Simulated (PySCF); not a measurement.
## Reproducing measurements on C4H6S

**What was measured.**

From NIST CCCBDB Release 22 (SRD 101), experimental dipoles, for the gas: dipole moment 1.75 D.

How close the calculation comes is told at the end.

C₄H₆S.
Numbering: `[CH:1]1=[CH:2][CH2:3][S:4][CH2:5]1` (hydrogens: H6 on C1; H7 on C2; H8, H9 on C3; H10, H11 on C5)

Structure used (PBE0-D3(BJ)/def2-SVP), in Å, numbered top down from 1:
```
atom  x, y, z in Å
C1    -0.624    0.829   -0.285
C2     0.659    0.847    0.077
C3     1.281   -0.468    0.425
S4    -0.038   -1.719    0.220
C5    -1.302   -0.504   -0.303
H6    -1.179    1.730   -0.561
H7     1.253    1.764    0.125
H8     1.657   -0.481    1.462
H9     2.134   -0.704   -0.235
H10   -2.163   -0.534    0.386
H11   -1.679   -0.757   -1.309
```

The PySCF runs (gas phase, on this PBE0-D3(BJ)/def2-SVP geometry; no spin–orbit coupling):

```json
{"level": "B3LYP/pcSseg-2", "job": "shieldings, ring-centre shieldings", "basis functions": "271"}
{"level": "PBE0/pcSseg-1", "job": "shieldings, ring-centre shieldings, charges and field gradients", "basis functions": "122"}
{"level": "CAM-B3LYP/def2-SVPD", "job": "10 singlets by full TDDFT, 4 Tamm–Dancoff triplets, polarisability, ΔSCF ions", "basis functions": "155"}
{"level": "BHandHLYP/def2-SVPD", "job": "10 singlets by full TDDFT, 4 Tamm–Dancoff triplets, polarisability, ΔSCF ions", "basis functions": "155"}
{"level": "LC-wPBE/def2-SVPD", "job": "10 singlets by full TDDFT, 4 Tamm–Dancoff triplets, polarisability, ΔSCF ions", "basis functions": "155"}
{"level": "LDA/def2-SVPD", "job": "10 singlets by full TDDFT, 4 Tamm–Dancoff triplets, polarisability, ΔSCF ions", "basis functions": "155"}
{"level": "PBE0/6-31G*", "job": "10 singlets by full TDDFT, 4 Tamm–Dancoff triplets, polarisability", "basis functions": "86"}
{"level": "PBE0/def2-SVPD", "job": "10 singlets by full TDDFT, 4 Tamm–Dancoff triplets, polarisability, ΔSCF ions", "basis functions": "155"}
{"level": "PBE0/def2-TZVP", "job": "10 singlets by full TDDFT, 4 Tamm–Dancoff triplets, polarisability", "basis functions": "197"}
{"level": "wB97X-D/def2-SVPD", "job": "10 singlets by full TDDFT, 4 Tamm–Dancoff triplets, polarisability, ΔSCF ions", "basis functions": "155"}
{"level": "PBE0/aug-cc-pVDZ", "job": "10 singlets by full TDDFT, 4 Tamm–Dancoff triplets, polarisability", "basis functions": "173"}
{"level": "PBE0/def2-TZVPD", "job": "10 singlets by full TDDFT, 4 Tamm–Dancoff triplets, polarisability", "basis functions": "248"}
```

All basis functions are spherical.

## Comparison

**Dipole moment.** Measured: 1.75 D (NIST CCCBDB Release 22 (SRD 101), experimental dipoles).

```
              level  computed (D)  computed − measured (D)  % (from the printed values)
     B3LYP/pcSseg-2          1.79                    +0.04                           +2
      PBE0/pcSseg-1          1.90                    +0.15                           +9
CAM-B3LYP/def2-SVPD          1.83                    +0.08                           +5
BHandHLYP/def2-SVPD          1.85                    +0.10                           +6
  LC-wPBE/def2-SVPD          1.89                    +0.14                           +8
      LDA/def2-SVPD          1.81                    +0.06                           +3
        PBE0/6-31G*          2.01                    +0.26                          +15
     PBE0/def2-SVPD          1.85                    +0.10                           +6
     PBE0/def2-TZVP          1.78                    +0.03                           +2
  wB97X-D/def2-SVPD          1.87                    +0.12                           +7
   PBE0/aug-cc-pVDZ          1.82                    +0.07                           +4
    PBE0/def2-TZVPD          1.78                    +0.03                           +2
```

12 of the 18 levels run are shown, the closest and the furthest among them. All 18 levels lie above the measurement. The computed dipoles belong to one fixed geometry; measured ones are averaged over vibrations unless marked μe. Magnitudes are compared, not signs.

No measured geometry was used, and the causes of the misses weren't examined.
